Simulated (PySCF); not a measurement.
Potential energy curve for SiO, singlet.

- UHF/6-31G (PySCF)
- RHF/6-31G (PySCF)
- UKS-B3LYP = PySCF 2.14.0 with unrestricted B3LYP/6-31G
- RKS-B3LYP = restricted B3LYP/6-31G in PySCF
- UKS-CAM-B3LYP = unrestricted CAM-B3LYP/6-31G (PySCF)
- RKS-CAM-B3LYP = restricted CAM-B3LYP/6-31G in PySCF
- UKS-PBE0 = unrestricted PBE0/6-31G in PySCF
- RKS-PBE0 = restricted PBE0/6-31G (PySCF 2.14.0)

Scanned distances (Å): 1.12, 1.21, 1.29, 1.35, 1.42, 1.46, 1.51, 1.55, 1.58, 1.67, 1.75, 1.89, 2.06, 2.28, 2.50, 2.68, 3.02, 3.35, 3.68, 4.11, 4.54, 5.34, 5.99.

**Question.** Where does the unrestricted solution first break spin symmetry (<S²> of 0.01 or more)?

**Answer.** UHF: between 1.58 and 1.67 Å; UKS-B3LYP: between 1.89 and 2.06 Å; UKS-CAM-B3LYP: between 1.89 and 2.06 Å; UKS-PBE0: between 1.89 and 2.06 Å.

| R / Å | <S²> UHF | E(RHF) − E(UHF) / mEh | <S²> UKS-B3LYP | E(RKS-B3LYP) − E(UKS-B3LYP) / mEh | <S²> UKS-CAM-B3LYP | E(RKS-CAM-B3LYP) − E(UKS-CAM-B3LYP) / mEh | <S²> UKS-PBE0 | E(RKS-PBE0) − E(UKS-PBE0) / mEh |
|---|---|---|---|---|---|---|---|---|
| 1.12 | 0.00 | 0.0 | 0.00 | 0.0 | 0.00 | 0.0 | 0.00 | 0.0 |
| 1.21 | 0.00 | 0.0 | 0.00 | 0.0 | 0.00 | 0.0 | 0.00 | 0.0 |
| 1.29 | 0.00 | 0.0 | 0.00 | 0.0 | 0.00 | 0.0 | 0.00 | 0.0 |
| 1.35 | 0.00 | 0.0 | 0.00 | 0.0 | 0.00 | 0.0 | 0.00 | 0.0 |
| 1.42 | 0.00 | 0.0 | 0.00 | 0.0 | 0.00 | 0.0 | 0.00 | 0.0 |
| 1.46 | 0.00 | 0.0 | 0.00 | 0.0 | 0.00 | 0.0 | 0.00 | 0.0 |
| 1.51 | 0.00 | 0.0 | 0.00 | 0.0 | 0.00 | 0.0 | 0.00 | 0.0 |
| 1.55 | 0.00 | 0.0 | 0.00 | 0.0 | 0.00 | 0.0 | 0.00 | 0.0 |
| 1.58 | 0.00 | 0.0 | 0.00 | 0.0 | 0.00 | 0.0 | 0.00 | 0.0 |
| 1.67 | 0.53 | 3.3 | 0.00 | 0.0 | 0.00 | 0.0 | 0.00 | 0.0 |
| 1.75 | 0.71 | 15.0 | 0.00 | 0.0 | 0.00 | 0.0 | 0.00 | 0.0 |
| 1.89 | 0.87 | 40.6 | 0.00 | 0.0 | 0.00 | 0.0 | 0.00 | 0.0 |
| 2.06 | 0.99 | 72.3 | 0.30 | 1.3 | 0.51 | 3.5 | 0.46 | 3.4 |
| 2.28 | 1.40 | 105.8 | 0.81 | 11.1 | 0.91 | 22.6 | 0.91 | 17.8 |
| 2.50 | 1.94 | 132.3 | 1.08 | 27.3 | 1.12 | 46.3 | 1.14 | 37.7 |
| 2.68 | 1.97 | 147.3 | 1.23 | 41.4 | 1.35 | 66.6 | 1.32 | 54.6 |
| 3.02 | 2.00 | 164.5 | 1.55 | 68.5 | 1.66 | 98.4 | 1.64 | 87.2 |
| 3.35 | 2.00 | 173.4 | 1.72 | 92.0 | 1.82 | 112.7 | 1.79 | 112.7 |
| 3.68 | 2.00 | 178.2 | 1.82 | 108.8 | 1.91 | 121.2 | 1.88 | 125.1 |
| 4.11 | 2.00 | 181.2 | 1.89 | 117.4 | 1.97 | 129.2 | 1.94 | 133.1 |
| 4.54 | 2.00 | 182.5 | 1.94 | 121.8 | 2.00 | 135.0 | 1.98 | 138.3 |
| 5.34 | 2.00 | 183.2 | 1.98 | 126.5 | 2.00 | 140.9 | 2.00 | 144.0 |
| 5.99 | 2.00 | 183.5 | 2.00 | 128.6 | 2.00 | 143.1 | 2.00 | 146.2 |
